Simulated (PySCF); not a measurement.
Spectrum to structure. Theory: PySCF 2.14.0, density-fitted response routines, TDDFT CAM-B3LYP/def2-SVPD, vertical, gas phase, core orbitals frozen in the response. Geometries: PBE0-D3(BJ)/def2-SVP, one conformer each.

```tsv
state	E (eV)	f	main configurations (H = HOMO, L = LUMO)
S1	7.73	0.0000	H-1/H→L+1/L+2 (≥44%), H-1/H→L+5 (≥18%)
S2	8.07	0.0044	H-1/H→L+1/L+2 (≥36%), H-1/H→L+5 (≥15%)
S3	8.07	0.0037	H-1/H→L+1/L+2 (≥36%), H-1/H→L+4 (≥15%)
S4	8.84	0.062	H-1/H→L (≥83%), H-1/H→L+3 (≥12%)
S5	8.84	0.061	H-1/H→L (≥82%), H-1/H→L+3 (≥12%)
S6	9.39	0.0051	H-2→L+1/L+2 (≥51%), H-2→L+5 (39%)
S7	9.39	0.0051	H-2→L+1/L+2 (≥51%), H-2→L+4 (39%)
S8	9.75	0.025	H-3→L (68%), H-1/H→L+3 (≥21%)
S9	9.75	0.025	H-4→L (68%), H-1/H→L+3 (≥21%)
S10	9.82	0.0010	H-2→L (75%), H-2→L+3 (13%)
```

**Question.** Which candidate is it? All have the formula C5H9N.
A. `N=C1CCCC1`
B. `C1=NCCCC1`
C. `C#CC[C@H](C)N`
D. `C(C)(C#N)(C)C`

**Answer.** D. Its S1, at 7.73 eV, is the highest among the candidates; the nearest of the others has S1 at 6.49 eV. S1 is HOMO-1/HOMO→LUMO+1/LUMO+2 (≥44%), HOMO-1/HOMO→LUMO+5 (≥18%). Löwdin shares by element: HOMO (one of a set within 0.03 eV) carbon 48% or more, nitrogen 41%; LUMO carbon 49% or more (atoms not listed hold the other 51%). At the same level the other candidates give, for their lowest levels:
- `C1=NCCCC1`: 4.94 eV (f 0.003); 6.70 eV (f 0.006); 7.46 eV (f 0.117); 7.53 eV (f 0.089); 7.72 eV (f 0.005); T1 4.18 eV; HOMO -8.17, LUMO 1.08 eV
- `C#CC[C@H](C)N`: 6.49 eV (f 0.000); 6.57 eV (f 0.010); 6.78 eV (f 0.002); 6.81 eV (f 0.001); 7.55 eV (f 0.034); HOMO -8.46, LUMO 1.30 eV
- `N=C1CCCC1`: 5.32 eV (f 0.003); 7.09 eV (f 0.035); 7.68 eV (f 0.209); 7.77 eV (f 0.018); 8.02 eV (f 0.001); T1 4.61 eV; HOMO -8.67, LUMO 1.04 eV

Orbitals of the list HOMO-3 to LUMO+2 that lie within 0.01 eV of each other are written together with a slash and their weights summed (≥ marks a lower bound); for degenerate orbitals outside that list single weights are arbitrary.
Triplets come from the Tamm–Dancoff approximation.
